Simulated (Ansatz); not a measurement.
Where PBE holds and where it fails for corundum (α-Al2O3)

Programs: Ansatz (a first-principles code).

Question: For which of these properties of corundum (α-Al2O3) does PBE miss the measurement, in which direction and by how much: lattice constant a, lattice parameter c, bulk modulus, cohesive energy, high-frequency dielectric constant, static dielectric constant, elastic constant C11, elastic constant C33, elastic constant C44, formation enthalpy?

Answer: PBE is well off the measurement for the lattice constant a (+1.05 %); lattice parameter c (+1.02 %); elastic constant C44 (-10.9 %); formation enthalpy (+0.471 eV/atom, at least halved by LDA).  In between, or not called against an uncorrected reference: bulk modulus (-9.4 %), cohesive energy (-0.20 eV/atom), high-frequency dielectric constant (+5.5 %), static dielectric constant (+8.9 %), elastic constant C11 (-9.9 %), elastic constant C33 (-9.8 %).

```csv
property,PBE,LDA,HSE06,reference,PBE less reference
lattice constant a (Å),4.809,4.730,4.753,4.759*,+1.05 %
c axis length (Å),13.123,12.891,12.979,12.991*,+1.02 %
bulk modulus (GPa),230,257,–,254* (239–254),-9.4 %
cohesive energy (eV/atom),6.23,7.31,6.16,6.43,-0.20 eV/atom
"band gap (eV), at the measured cell",6.25 (direct),6.19,8.12,–,–
electronic dielectric constant ε∞,3.27,3.23,–,3.1*,+5.5 %
static dielectric constant,11.0,10.0,–,10.1*,+8.9 %
elastic constant C11 (GPa),448,494,501,497*,-9.9 %
elastic constant C33 (GPa),452,492,504,501*,-9.8 %
elastic constant C44 (GPa),131,152,149,147*,-10.9 %
Voigt–Reuss–Hill bulk modulus (GPa),230,257,258,–,–
Voigt–Reuss–Hill shear modulus (GPa),146,163,164,–,–
enthalpy of formation (eV/atom),-2.977,-3.422,–,-3.448,+0.471 eV/atom
```

Where no measured value is used, PBE differs from HSE06 by -1.87 eV in the band gap; from HSE06 by -10.9 % in the Voigt–Reuss–Hill bulk modulus; from HSE06 by -11.0 % in the Voigt–Reuss–Hill shear modulus.

A star marks values at room or unstated temperature without corrections; heat and zero-point motion as a rule enlarge cells and lower moduli and gaps.

Low-temperature values still hold zero-point motion unless their source removed it.

Called good within 0.10 eV/atom for the cohesive energy (and 5 % of it), 0.030 eV/atom for the formation enthalpy (and a fifth of it).

Called well off beyond 0.25 eV/atom for the cohesive energy, 25 % for the high-frequency dielectric constant, 25 % for the static dielectric constant, 0.125 eV/atom for the formation enthalpy (bounds picked here from the quality of each reference); against an uncorrected reference the lattice constant a is called beyond 0.5 % where a correction would as a rule widen the miss, else beyond 3 %; against an uncorrected reference the lattice parameter c is called beyond 1 % where a correction would as a rule widen the miss, else beyond 3 %; against an uncorrected reference the bulk modulus is called beyond 10 % where a correction would as a rule widen the miss, else beyond 20 %; against an uncorrected reference the elastic constant C11 is called beyond 10 % where a correction would as a rule widen the miss, else beyond 20 %; against an uncorrected reference the elastic constant C33 is called beyond 10 % where a correction would as a rule widen the miss, else beyond 20 %; against an uncorrected reference the elastic constant C44 is called beyond 10 % where a correction would as a rule widen the miss, else beyond 20 %.

Brackets give the range of the sources taken for a reference, where it is wide.

Free atoms are spin-polarised, in the lowest state found; at levels without +SOC their spin–orbit coupling is left out.

Differences are worked out from the printed values.

The references are measured values: lattice constant a temperature unstated, lattice parameter c temperature unstated, bulk modulus room temperature, unchecked, cohesive energy derived from tabulated measurements, high-frequency dielectric constant temperature unstated, static dielectric constant temperature unstated, elastic constant C11 temperature unstated, elastic constant C33 temperature unstated, elastic constant C44 temperature unstated, formation enthalpy low temperature.

Unless a row names a cell, each level is at its own relaxed cell.

Density-functional gaps are differences of (generalised) Kohn–Sham levels.

Ansatz's density-functional and Hartree–Fock values are scalar-relativistic unless marked +SOC, with PAW data made under PBE.

References as tabulated in Lallet et al. (2009), arXiv:0801.3594; Oses et al. (2018), arXiv:1811.08464; BurnMan's mineral tables; Skone et al. (2014), arXiv:1501.03184 and others. Worked out here from the CRC Handbook's enthalpies at 298 K, with a Debye model for the thermal and zero-point parts: Al2O3.
